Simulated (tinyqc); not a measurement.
G0W0 on RHF in the sto-3g basis, for H2O, spin multiplicity 1, step by step. One step of it, computed by the program tinyqc.

Task: Iteration 1: building the Fock matrix. J_ij = sum D_kl (ij|kl), K_ij = sum D_kl (ik|jl); F = H + J - 0.5 K; E = tr D H + tr D J / 2 - 0.25 tr D K + E_nn.

D at the start:
```
            1O 1s      1O 2s    1O 2px     1O 2py     1O 2pz      2H 1s      3H 1s
1O 1s    2.143414  -0.489962  0.000000   0.000000   0.016024  -0.016355  -0.016355
1O 2s   -0.489962   2.087544  0.000000   0.000000  -0.081960   0.049071   0.049071
1O 2px   0.000000   0.000000  1.308124   0.000000   0.000000   0.000000   0.000000
1O 2py   0.000000   0.000000  0.000000   1.172087   0.000000   0.117096  -0.117096
1O 2pz   0.016024  -0.081960  0.000000   0.000000   1.239577   0.062656   0.062656
2H 1s   -0.016355   0.049071  0.000000   0.117096   0.062656   0.995062   0.062452
3H 1s   -0.016355   0.049071  0.000000  -0.117096   0.062656   0.062452   0.995062
```

core Hamiltonian H = T + V (hartree):
```
             1O 1s      1O 2s     1O 2px     1O 2py     1O 2pz      2H 1s      3H 1s
1O 1s   -32.619496  -7.588798   0.000000   0.000000  -0.015626  -1.385754  -1.385754
1O 2s    -7.588798  -9.240921   0.000000   0.000000  -0.189157  -3.157415  -3.157415
1O 2px    0.000000   0.000000  -7.380412   0.000000   0.000000   0.000000   0.000000
1O 2py    0.000000   0.000000   0.000000  -7.505847   0.000000  -1.796103   1.796103
1O 2pz   -0.015626  -0.189157   0.000000   0.000000  -7.454794  -1.437407  -1.437407
2H 1s    -1.385754  -3.157415   0.000000  -1.796103  -1.437407  -4.699939  -1.211283
3H 1s    -1.385754  -3.157415   0.000000   1.796103  -1.437407  -1.211283  -4.699939
```

Two-electron integrals (ij|kl) in chemists' order, unique and non-zero (hartree):
```
(11|11) 4.785065    (21|11) 0.741380    (21|21) 0.136873    (22|11) 1.118947
(22|21) 0.256633    (22|22) 0.817206    (31|31) 0.024477    (32|31) 0.037809
(32|32) 0.180518    (33|11) 1.115814    (33|21) 0.256684    (33|22) 0.817023
(33|33) 0.880159    (41|41) 0.024477    (42|41) 0.037809    (42|42) 0.180518
(43|43) 0.047444    (44|11) 1.115814    (44|21) 0.256684    (44|22) 0.817023
(44|33) 0.785270    (44|44) 0.880159    (51|51) 0.024477    (52|51) 0.037809
(52|52) 0.180518    (53|53) 0.047444    (54|54) 0.047444    (55|11) 1.115814
(55|21) 0.256684    (55|22) 0.817023    (55|33) 0.785270    (55|44) 0.785270
(55|55) 0.880159    (61|11) 0.136077    (61|21) 0.024920    (61|22) 0.046454
(61|33) 0.046363    (61|41) 0.000911    (61|42) 0.001709    (61|44) 0.046538
(61|51) 0.000701    (61|52) 0.001316    (61|54) 0.000135    (61|55) 0.046467
(61|61) 0.004596    (62|11) 0.340538    (62|21) 0.079124    (62|22) 0.280105
(62|33) 0.275270    (62|41) 0.004714    (62|42) 0.036445    (62|44) 0.284206
(62|51) 0.003630    (62|52) 0.028065    (62|54) 0.006881    (62|55) 0.280569
(62|61) 0.014699    (62|62) 0.120190    (63|31) 0.008163    (63|32) 0.047942
(63|43) 0.007516    (63|53) 0.005787    (63|63) 0.016870    (64|11) 0.197517
(64|21) 0.046475    (64|22) 0.175656    (64|33) 0.167738    (64|41) 0.010584
(64|42) 0.069505    (64|44) 0.188120    (64|51) 0.001864    (64|52) 0.016605
(64|54) 0.009908    (64|55) 0.170911    (64|61) 0.009004    (64|62) 0.091567
(64|64) 0.085820    (65|11) 0.152100    (65|21) 0.035788    (65|22) 0.135266
(65|33) 0.129168    (65|41) 0.001864    (65|42) 0.016605    (65|44) 0.133289
(65|51) 0.009598    (65|52) 0.060729    (65|54) 0.010689    (65|55) 0.143187
(65|61) 0.006934    (65|62) 0.070512    (65|64) 0.053096    (65|65) 0.057757
(66|11) 0.489168    (66|21) 0.115501    (66|22) 0.469743    (66|33) 0.450954
(66|41) 0.008694    (66|42) 0.093398    (66|44) 0.485969    (66|51) 0.006695
(66|52) 0.071922    (66|54) 0.026964    (66|55) 0.471717    (66|61) 0.021632
(66|62) 0.256949    (66|64) 0.223401    (66|65) 0.172032    (66|66) 0.774606
(71|11) 0.136077    (71|21) 0.024920    (71|22) 0.046454    (71|33) 0.046363
(71|41) -0.000911   (71|42) -0.001709   (71|44) 0.046538    (71|51) 0.000701
(71|52) 0.001316    (71|54) -0.000135   (71|55) 0.046467    (71|61) 0.004524
(71|62) 0.014229    (71|64) 0.007987    (71|65) 0.006718    (71|66) 0.020731
(71|71) 0.004596    (72|11) 0.340538    (72|21) 0.079124    (72|22) 0.280105
(72|33) 0.275270    (72|41) -0.004714   (72|42) -0.036445   (72|44) 0.284206
(72|51) 0.003630    (72|52) 0.028065    (72|54) -0.006881   (72|55) 0.280569
(72|61) 0.014229    (72|62) 0.096457    (72|64) 0.050873    (72|65) 0.054993
(72|66) 0.167787    (72|71) 0.014699    (72|72) 0.120190    (73|31) 0.008163
(73|32) 0.047942    (73|43) -0.007516   (73|53) 0.005787    (73|63) 0.013061
(73|73) 0.016870    (74|11) -0.197517   (74|21) -0.046475   (74|22) -0.175656
(74|33) -0.167738   (74|41) 0.010584    (74|42) 0.069505    (74|44) -0.188120
(74|51) -0.001864   (74|52) -0.016605   (74|54) 0.009908    (74|55) -0.170911
(74|61) -0.007987   (74|62) -0.050873   (74|64) -0.014272   (74|65) -0.028394
(74|66) -0.079470   (74|71) -0.009004   (74|72) -0.091567   (74|74) 0.085820
(75|11) 0.152100    (75|21) 0.035788    (75|22) 0.135266    (75|33) 0.129168
(75|41) -0.001864   (75|42) -0.016605   (75|44) 0.133289    (75|51) 0.009598
(75|52) 0.060729    (75|54) -0.010689   (75|55) 0.143187    (75|61) 0.006718
(75|62) 0.054993    (75|64) 0.028394    (75|65) 0.043942    (75|66) 0.104492
(75|71) 0.006934    (75|72) 0.070512    (75|74) -0.053096   (75|75) 0.057757
(76|11) 0.120228    (76|21) 0.028195    (76|22) 0.108412    (76|33) 0.105872
(76|44) 0.108045    (76|51) 0.002022    (76|52) 0.018636    (76|55) 0.111201
(76|61) 0.005182    (76|62) 0.046103    (76|64) 0.030442    (76|65) 0.030413
(76|66) 0.102341    (76|71) 0.005182    (76|72) 0.046103    (76|74) -0.030442
(76|75) 0.030413    (76|76) 0.021930    (77|11) 0.489168    (77|21) 0.115501
(77|22) 0.469743    (77|33) 0.450954    (77|41) -0.008694   (77|42) -0.093398
(77|44) 0.485969    (77|51) 0.006695    (77|52) 0.071922    (77|54) -0.026964
(77|55) 0.471717    (77|61) 0.020731    (77|62) 0.167787    (77|64) 0.079470
(77|65) 0.104492    (77|66) 0.313364    (77|71) 0.021632    (77|72) 0.256949
(77|74) -0.223401   (77|75) 0.172032    (77|76) 0.102341    (77|77) 0.774606
```

nuclear repulsion = 8.35079832 hartree

Give: Coulomb J; exchange K; Fock matrix F; total energy of this density.

Result:

Coulomb J (hartree):
```
          1O 1s   1O 2s  1O 2px   1O 2py  1O 2pz   2H 1s    3H 1s
1O 1s   17.1934  3.2235  0.0000   0.0000  0.0121  0.5879   0.5879
1O 2s    3.2235  8.0085  0.0000   0.0000  0.1455  2.7714   2.7714
1O 2px   0.0000  0.0000  7.9635   0.0000  0.0000  0.0000   0.0000
1O 2py   0.0000  0.0000  0.0000   8.0328  0.0000  1.7459  -1.7459
1O 2pz   0.0121  0.1455  0.0000   0.0000  8.0050  1.3890   1.3890
2H 1s    0.5879  2.7714  0.0000   1.7459  1.3890  4.8898   1.0934
3H 1s    0.5879  2.7714  0.0000  -1.7459  1.3890  1.0934   4.8898
```

exchange K (hartree):
```
         1O 1s   1O 2s  1O 2px   1O 2py  1O 2pz   2H 1s    3H 1s
1O 1s   9.9130  1.6837  0.0000   0.0000  0.0149  0.3412   0.3412
1O 2s   1.6837  2.7445  0.0000   0.0000  0.1332  1.1636   1.1636
1O 2px  0.0000  0.0000  1.7071   0.0000  0.0000  0.0000   0.0000
1O 2py  0.0000  0.0000  0.0000   1.8173  0.0000  0.5711  -0.5711
1O 2pz  0.0149  0.1332  0.0000   0.0000  1.7736  0.4963   0.4963
2H 1s   0.3412  1.1636  0.0000   0.5711  0.4963  1.3341   0.4933
3H 1s   0.3412  1.1636  0.0000  -0.5711  0.4963  0.4933   1.3341
```

Fock matrix F (hartree):
```
           1O 1s    1O 2s   1O 2px   1O 2py   1O 2pz    2H 1s    3H 1s
1O 1s   -20.3826  -5.2071   0.0000   0.0000  -0.0110  -0.9685  -0.9685
1O 2s    -5.2071  -2.6047   0.0000   0.0000  -0.1102  -0.9678  -0.9678
1O 2px    0.0000   0.0000  -0.2705   0.0000   0.0000   0.0000   0.0000
1O 2py    0.0000   0.0000   0.0000  -0.3817   0.0000  -0.3358   0.3358
1O 2pz   -0.0110  -0.1102   0.0000   0.0000  -0.3366  -0.2966  -0.2966
2H 1s    -0.9685  -0.9678   0.0000  -0.3358  -0.2966  -0.4771  -0.3646
3H 1s    -0.9685  -0.9678   0.0000   0.3358  -0.2966  -0.3646  -0.4771
```

total energy of this density = -75.272289 hartree

This density is the starting one; it is not idempotent, so its energy is not variational and may lie below the converged one.
